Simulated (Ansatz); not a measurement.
A nudged elastic band was laid between two geometries of C₃H₇NS (12 atoms, charge 0, multiplicity 1).

The calculation used RKS r2SCAN/6-31G (Ansatz).

* movable images: 7
* climbing image: yes
* spring: 5.0 eV/Å²
* optimiser: quadratic models (default)
* start path: through a guess of the saddle point
* force threshold: 0.05 eV/Å
* iteration limit: 44
* end points: relaxed

First end point:

```xyz
12
Properties=species:S:1:pos:R:3
C -1.157 0.519 0.645
N 0.043 -0.270 0.393
C 1.304 0.469 0.182
S 1.905 -0.815 -1.118
C 0.037 -1.145 -0.797
H -2.006 -0.155 0.799
H -1.404 1.216 -0.184
H -1.019 1.102 1.562
H 1.951 0.523 1.060
H 1.176 1.460 -0.284
H -0.572 -0.766 -1.635
H -0.182 -2.194 -0.588
```

Last end point:

```xyz
12
Properties=species:S:1:pos:R:3
C -1.179 0.493 0.626
N 0.000 -0.321 0.354
C 1.306 0.369 0.337
S 1.948 -0.765 -1.078
C 0.048 -1.028 -0.941
H -1.087 0.940 1.622
H -2.067 -0.148 0.626
H -1.329 1.306 -0.115
H 1.885 0.272 1.258
H 1.261 1.418 0.000
H -0.474 -0.509 -1.762
H -0.235 -2.082 -0.894
```

(1) Which bonds break or form, and what moves?

(2) Give the energies along the band, and the barrier.

(3) What is the geometry of the highest image?

(4) What are the harmonic wavenumbers there?

The band took 7 iterations and about 4 core-minutes.

Results:

(1) No bond is made or broken. The dihedral H7–C1–N2–C3 goes from 60 to -179°. The two ends are copies of one structure, up to a mirror image or an exchange of like atoms.

(2) The run converged. The highest image is number 4 of 0 to 8, 0.110 eV above the ends, which have the same energy within 2 meV. A vibrational analysis at the climbing image gives one clearly imaginary mode, 190i cm⁻¹: a first-order saddle point. Limits of this set-up: no polarisation functions.

| image | path coordinate (Å) | energy (eV) | dihedral H7–C1–N2–C3 (°) |
| --- | --- | --- | --- |
| 0 | 0.00 | 0.000 | 60 |
| 1 | 0.44 | 0.018 | 75 |
| 2 | 0.87 | 0.059 | 91 |
| 3 | 1.31 | 0.097 | 108 |
| 4 | 1.74 | 0.110 | 124 |
| 5 | 2.18 | 0.096 | 139 |
| 6 | 2.61 | 0.059 | 153 |
| 7 | 3.04 | 0.018 | 167 |
| 8 | 3.47 | 0.000 | -179 |

(3) 
```xyz
12
Properties=species:S:1:pos:R:3
C -1.198 0.506 0.633
N 0.000 -0.258 0.303
C 1.316 0.387 0.319
S 1.939 -0.723 -1.127
C 0.053 -1.055 -0.926
H -1.681 0.144 1.549
H -1.928 0.444 -0.188
H -0.946 1.568 0.776
H 1.901 0.233 1.230
H 1.304 1.452 0.034
H -0.522 -0.634 -1.767
H -0.160 -2.121 -0.803
```

(4) 190i, 104, 249, 362, 502, 650, 711, 881, 901, 921, 1059, 1113, 1151, 1153, 1233, 1240, 1311, 1312, 1486, 1519, 1539, 1564, 1569, 2986, 2988, 3002, 3076, 3081, 3107, 3112 cm⁻¹.

Run time: 4.4 min on 1 thread of Arm Neoverse V2 (shared host), peak memory 0.14 GiB.
